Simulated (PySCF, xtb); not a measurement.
allene (C3H4), SMILES C(=C)=C.

Harmonic wavenumbers (cm⁻¹) from GFN2-xTB (xtb) at its own minimum, in rising order: 324, 324, 829, 829, 848, 977, 977, 1161, 1371, 1445, 2105, 3078, 3078, 3085, 3085.

Question: What does PBE0-D3(BJ)/def2-TZVP run with PySCF give at its own minimum? (Estimate from the structure and the level; the computed values follow.)

Answer: 376, 376, 870, 870, 885, 1009, 1009, 1120, 1415, 1477, 2071, 3146, 3149, 3227, 3227. Paired by order, the mean absolute difference is 57 cm⁻¹ and the zero-point energies are 33.6 and 34.6 kcal/mol.
